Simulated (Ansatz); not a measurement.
# C2H5S: the cost of one run

All numbers below are computed with Ansatz 0.2.0 (UKS PBE0-D4/def2-SVP).

## Step 1: The structure to begin with

Bond lengths: C3–C4 1.302 Å, S2–H5 1.330 Å, C3–H6 1.072 Å, C4–H7 1.078 Å, C4–H8 1.084 Å. Angles: C3–C4–H7 123.0°, C3–C4–H8 121.5°, H7–C4–H8 115.5°, C4–C3–H6 129.8°.

Coordinates:

```xyz
8

H     0.0191   -0.4630   -0.8072
S     0.4485   -0.3564   -2.5462
C    -0.2228   -0.4886    0.5579
C    -0.5154    0.6259    1.1637
H     1.6993   -0.0649   -2.2025
H    -0.1388   -1.4818    0.9518
H    -0.5730    1.5738    0.6542
H    -0.7168    0.6551    2.2282
```

## Step 2: Pulling towards end A

Springs on the bonds that form and break draw the guess towards this end; the thresholds are loose.

input.yaml reads:

```yaml
crystal:
  periodic: [false, false, false]
  atoms:
    - { symbol: H, position_ang: [0.0191, -0.463, -0.8072] }
    - { symbol: S, position_ang: [0.4485, -0.3564, -2.5462] }
    - { symbol: C, position_ang: [-0.2228, -0.4886, 0.5579] }
    - { symbol: C, position_ang: [-0.5154, 0.6259, 1.1637] }
    - { symbol: H, position_ang: [1.6993, -0.0649, -2.2025] }
    - { symbol: H, position_ang: [-0.1388, -1.4818, 0.9518] }
    - { symbol: H, position_ang: [-0.573, 1.5738, 0.6542] }
    - { symbol: H, position_ang: [-0.7168, 0.6551, 2.2282] }
magnetization:
  spin_polarized: true
  initial_magnetization: 1
basis:
  gaussian: { orbitals: def2-SVP }
hamiltonian:
  xc: pbe0
  dispersion: d4
relax:
  f_tol: 0.15
  max_steps: 25
  restrain:
    - { distance: [0, 2], at: 2.37, k: 30.0 }
    - { distance: [1, 0], at: 1.36, k: 30.0 }
output:
  orbitals: {}
```

Command:

```bash
ansatz run input.yaml --threads 2 --pin off --max-ram 3072MiB --backend cpu --events-out ev --progress --plain --runs-dir out
```

What time and memory should one allow on 2 threads of Intel Xeon 6975P-C (Granite Rapids), shared host?

About 13 s, with a peak of 0.18 GiB.
